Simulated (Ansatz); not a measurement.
# BNH₃ radical: small, medium and large basis sets

One table from this session's results is given with a row withheld; the runs are named, their logs left out.

Computed with Ansatz 0.2.0, Gaussian basis. Level: one geometry, several basis sets.

The runs, in order: PBE0-D4/def2-SVP; ωB97M-V/def2-SVP; PBE0-D4/def2-QZVPP; ωB97M-V/def2-QZVPP; CCSD(T)/cc-pV(D+d)Z; CCSD(T)/cc-pV(T+d)Z; MP2/cc-pV(Q+d)Z; the functionals' def2-TZVPP values are taken from earlier runs.

2 further runs of the same task are left out: 2 that didn't finish.

### The relaxed structure

An earlier PBE0-D4 in a triple-zeta def2 set relaxation fixed the geometry.

SMILES `B[NH]`, 5 atoms, charge 0, spin multiplicity 2.

Atoms are counted from 1 here; the program's logs count them from 0.

Bond lengths: B1–N2 1.329 Å, B1–H3 1.210 Å, B1–H4 1.204 Å, N2–H5 0.999 Å. Angles: N2–B1–H3 118.8°, N2–B1–H4 121.2°, H3–B1–H4 120.0°, B1–N2–H5 163.9°.

Geometry (Å):

```xyz
5

B    -0.3108   -0.3701   -0.0916
N     0.5312    0.6552   -0.0198
H    -0.4148   -1.1074    0.8625
H    -0.9641   -0.5731   -1.0819
H     1.2084    1.3217    0.2893
```

Set-up of the first run:

in.yaml

```yaml
crystal:
  periodic: [false, false, false]
  atoms:
    - {symbol: B, position_ang: [-0.310833, -0.370116, -0.091615]}
    - {symbol: N, position_ang: [0.531202, 0.655186, -0.019804]}
    - {symbol: H, position_ang: [-0.414804, -1.107420, 0.862531]}
    - {symbol: H, position_ang: [-0.964127, -0.573139, -1.081930]}
    - {symbol: H, position_ang: [1.208363, 1.321690, 0.289320]}
basis:
  gaussian: {orbitals: def2-SVP}
magnetization: {spin_polarized: true, initial_magnetization: 1}
hamiltonian: {xc: pbe0, dispersion: d4}
output: {orbitals: {seedname: orbitals}}
```

Steps of the session up to this table: PBE0-D4 in def2-SVP; ωB97M-V in def2-SVP; PBE0-D4 in def2-QZVPP; ωB97M-V in def2-QZVPP.

One of the session's tables, all rows but one given; the rest of the session is left out.

It belongs to the step «Density functionals: the series». 

```
functional       basis  HOMO (eV)  LUMO (eV)
   PBE0-D4    def2-SVP      -7.73      -2.91
   PBE0-D4  def2-TZVPP      -7.87      -3.10
   PBE0-D4  def2-QZVPP      -7.89      -3.14
   ωB97M-V    def2-SVP          ?          ?
   ωB97M-V  def2-TZVPP     -10.01      -1.05
   ωB97M-V  def2-QZVPP     -10.03      -1.11
```

Estimate the missing values for ωB97M-V, def2-SVP.

The run gave: HOMO (eV): -9.83; LUMO (eV): -0.79. In the column «HOMO (eV)» it lies between ωB97M-V, def2-TZVPP (-10.01) and PBE0-D4, def2-QZVPP (-7.89).
